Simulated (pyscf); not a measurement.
`[SiH3][CH2][GeH3]` + `[H]` [doublet] → `[SiH3]` [doublet] + `[CH3][GeH3]`, a substitution at C (doublet surface; C–Si broken, C–H formed). Single points on ωB97X-D3(BJ)/def2-SVP structures (PySCF, gas phase). Energies in kcal/mol from the separated reactants.

Small-basis levels: PySCF, no dispersion term, spherical d functions. AM1 to PM7: differences of heats of formation from MOPAC, which are fitted to 298 K values and so differ in kind from electronic energies by zero-point and thermal terms. GFN2-xTB: tblite. Open shells are spin-unrestricted. 

```json
[
 {"level": "HF/6-31G*+LANL2DZ", "barrier": "45.9", "reaction energy": "-18.2"},
 {"level": "SVWN5/6-31G*+LANL2DZ", "barrier": "11.2", "reaction energy": "-18.6"},
 {"level": "B3LYP/6-31G*+LANL2DZ", "barrier": "23.6", "reaction energy": "-24.2"},
 {"level": "M06-2X/6-31G*+LANL2DZ", "barrier": "[?]", "reaction energy": "-19.2"},
 {"level": "B3LYP/6-311+G**+LANL2DZ", "barrier": "[?]", "reaction energy": "-24.1"},
 {"level": "PBE/def2-SVP", "barrier": "19.1", "reaction energy": "-18.9"},
 {"level": "GFN2-xTB", "barrier": "30.0", "reaction energy": "-13.1"},
 {"level": "AM1", "barrier": "7.1", "reaction energy": "-25.3"},
 {"level": "PM7", "barrier": "21.9", "reaction energy": "-18.3"},
 {"level": "ωB97M-D3(BJ)/def2-TZVP", "barrier": "[?]", "reaction energy": "-16.6"}
]
```

Q: What belongs in the gaps?

A: 
- M06-2X/6-31G*+LANL2DZ, barrier: 26.1
- B3LYP/6-311+G**+LANL2DZ, barrier: 22.7
- ωB97M-D3(BJ)/def2-TZVP, barrier: 26.7

Against the last row the barrier runs from -19.6 (AM1) to +19.2 kcal/mol (HF/6-31G*+LANL2DZ). ωB97M-D3(BJ)/def2-TZVP has limits of its own. The same reactants have a lower exit, to H₃C–SiH₃ + GeH₃• (barrier +18.4 kcal/mol at ωB97M-D3(BJ)/def2-TZVP, against +26.7 kcal/mol here). This is the saddle that the search found; another between the same sides may lie lower. The angle at the attacked C is 178°. In the def2 sets elements up to Kr have no core potential.
